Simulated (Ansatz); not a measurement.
# Black phosphorus under LDA: from relaxation to bulk modulus

What does LDA give for phosphorus in the black phosphorus structure? We relax it, solve it on a dense k-mesh, switch on spin-orbit coupling, then scale the cell to 7 volumes from 88 to 112 % of the relaxed one and try a fit of the equation of state. The k-meshes are 6×6×4 for the relaxation; 9×9×7 for the dense run; 7×7×6 for spin-orbit coupling; 9×9×7 for the volumes. It starts from a deposited cell (COD).

Computed with Ansatz 0.2.0 (DFT LDA (PW92), plane waves (420 eV) with PAW, scalar-relativistic; PAW files made under PBE, frozen cores solved again for the functional, unless a step says otherwise).

### 1 Starting point

It takes space group Cmce (No. 64, orthorhombic). The conventional cell has a = 3.310 Å, b = 10.500 Å, c = 4.380 Å, α = 90.00°, β = 90.00°, γ = 90.00°. P (site symmetry m) has 3 P at 2.17 to 2.20 Å as nearest neighbours.

Coordinates:

```
CELL_PARAMETERS angstrom
1.65500 -5.25000 0.00000
1.65500 5.25000 0.00000
0.00000 0.00000 4.38000
ATOMIC_POSITIONS crystal
P 0.09800 0.90200 0.91000
P 0.59800 0.40200 0.59000
P 0.90200 0.09800 0.09000
P 0.40200 0.59800 0.41000
```

### 2 Relaxation of the cell

The input, input.yaml:

```yaml
crystal:
  lattice:
    - [1.655, -5.25, 0.0]
    - [1.655, 5.25, 0.0]
    - [0.0, 0.0, 4.38]
  atoms:
    - { symbol: P, position: [0.098, 0.902, 0.91] }
    - { symbol: P, position: [0.598, 0.402, 0.59] }
    - { symbol: P, position: [0.902, 0.098, 0.09] }
    - { symbol: P, position: [0.402, 0.598, 0.41] }
hamiltonian:
  xc: lda
  pseudopotentials:
    kind: paw
    azcp:
      P: "pseudopotentials/P.paw.azcp"
basis:
  ecutwfc: 420
  fft_grid_basis: typed
kpoints:
  mp_grid: { grid: [6, 6, 4], shift: [0, 0, 0] }
magnetization:
  spin_polarized: false
scf:
  occupations: { method: fermi_dirac, width: 0.05 }
relax:
  max_steps: 60
  f_tol: 0.01
  cell: {}
```

Further steps of the session: The energy on a finer k-mesh; With spin-orbit coupling; Equation of state: 88 %; Equation of state: 92 %; Equation of state: 96 %; Equation of state: 100 %; Equation of state: 104 %; Equation of state: 108 %; Equation of state: 112 %.

**Question.** What will these runs give? Wanted: space group; conventional cell; volume; shortest distance; gap on the mesh; V₀, B₀, B₀′.

**Answer**, as computed:

```
                      quantity                                   value
space group (spins left aside)                           Cmce (No. 64)
             conventional cell  a = 3.352 Å, b = 10.078 Å, c = 4.039 Å
                        volume                          17.057 Å³/atom
             shortest distance                                 2.231 Å
   against the measured volume                -10.4 % (19.028 Å³/atom)
               gap on the mesh            none (levels filled in part)
                   V₀, B₀, B₀′             17.037 Å³/atom, 95 GPa, 4.1
```

What this shows: The volume comes out 10.4 % smaller than measured. Levels at the Fermi energy are filled in part, as in a metal. The total energy of the spin-orbit run (on a coarser mesh) lies -2 meV/atom from the scalar one; mesh and treatment of the core enter this figure, so it is no spin-orbit energy. The fitted modulus is 95 GPa; even scaling stretches the bonds with the cell, so it lies well above the modulus that a cell free to change shape would show.
